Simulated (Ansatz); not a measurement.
# PH₂− (singlet): PBE, r2SCAN, PBE0, B3LYP, wB97M-V, B2PLYP, RPA-PBE over vertical spin and charge gaps, aug-cc-pVTZ

Aim: run PH₂− (singlet) with these functionals over vertical spin and charge gaps, and hold them against the top wave-function level at the same points.

The runs use Ansatz 0.2.0, Gaussian basis; aug-cc-pVTZ, all electrons in the functionals, frozen cores in the correlation of double hybrids and RPA.

The runs, in order: PBE, r2SCAN, PBE0, B3LYP, wB97M-V, B2PLYP, RPA-PBE, at charge -1, singlet; charge -1, triplet; charge 0, doublet.

3 further runs of the same task are left out: 3 set aside as unsound or not needed.

**1. What is computed**

The geometry is a PBE0/def2-TZVPD stationary point (not a proven minimum).

3 atoms, charge -1, spin multiplicity 1.

Atoms are counted from 1 here; the program's logs count them from 0.

Bond lengths: P1–H2 1.436 Å, P1–H3 1.436 Å. Angles: H2–P1–H3 91.6°.

No dispersion term is added; wB97M-V holds VV10 nonlocal correlation. B3LYP takes the VWN-RPA correlation.

The geometry shown and the zero of energy belong to the point charge -1, singlet. The yardstick, UCCSDT(Q), and other wave-function levels (R restricted, U unrestricted, valence and pair active spaces) come from earlier runs.

**2. PBE, charge -1, singlet**

in.yaml reads:

```yaml
crystal:
  periodic: [false, false, false]
  atoms:
    - {symbol: P, position_ang: [0.000000, -0.061164, 0.000000]}
    - {symbol: H, position_ang: [0.000000, 0.939781, -1.030106]}
    - {symbol: H, position_ang: [0.000000, 0.939781, 1.030106]}
basis:
  gaussian: {orbitals: aug-cc-pVTZ}
total_charge: -1
hamiltonian: {xc: {name: PBE}}
output: {orbitals: {seedname: orbitals}}
```

The run is started by

```sh
$ ansatz run in.yaml --threads 1 --pin off --events-out ev --progress --plain --max-ram 4096MiB --backend cpu
```

The runs that follow: PBE, charge -1, triplet; PBE, charge 0, doublet; r2SCAN, charge -1, singlet; r2SCAN, charge -1, triplet; r2SCAN, charge 0, doublet; PBE0, charge -1, singlet; PBE0, charge -1, triplet; PBE0, charge 0, doublet; B3LYP, charge -1, singlet; B3LYP, charge -1, triplet; B3LYP, charge 0, doublet; wB97M-V, charge -1, singlet; wB97M-V, charge -1, triplet; wB97M-V, charge 0, doublet; B2PLYP, charge -1, singlet; B2PLYP, charge -1, triplet; B2PLYP, charge 0, doublet; RPA-PBE, charge -1, singlet; RPA-PBE, charge -1, triplet; RPA-PBE, charge 0, doublet.

Before running them: what should the planned runs give, taken together? Wanted: singlet to triplet, UCCSDT(Q); removing an electron; largest miss, PBE; largest miss, r2SCAN; largest miss, PBE0; largest miss, B3LYP; largest miss, wB97M-V; largest miss, B2PLYP; largest miss, RPA-PBE.

The runs gave:

```
                                 quantity                                           value
            singlet to triplet, UCCSDT(Q)                                   40.9 kcal/mol
removing an electron (doublet), UCCSDT(Q)                                   27.5 kcal/mol
                        largest miss, PBE              -2.4 kcal/mol (singlet to triplet)
                     largest miss, r2SCAN              -2.1 kcal/mol (singlet to triplet)
                       largest miss, PBE0              -3.2 kcal/mol (singlet to triplet)
                      largest miss, B3LYP  +1.4 kcal/mol (removing an electron (doublet))
                    largest miss, wB97M-V              +4.6 kcal/mol (singlet to triplet)
                     largest miss, B2PLYP  -0.5 kcal/mol (removing an electron (doublet))
                    largest miss, RPA-PBE  +5.5 kcal/mol (removing an electron (doublet))
                   largest miss, RCCSD(T)  -0.1 kcal/mol (removing an electron (doublet))
                   largest miss, UCCSD(T)  -0.1 kcal/mol (removing an electron (doublet))
```

In words: Of the functionals, B2PLYP and RMP2 keep the smallest largest miss at the points compared (at most 0.5 kcal/mol) and RPA-PBE strays most (5.5 kcal/mol, at removing an electron (doublet)). Functionals and the yardstick converge differently with the basis, so part of each miss in aug-cc-pVTZ is the basis.
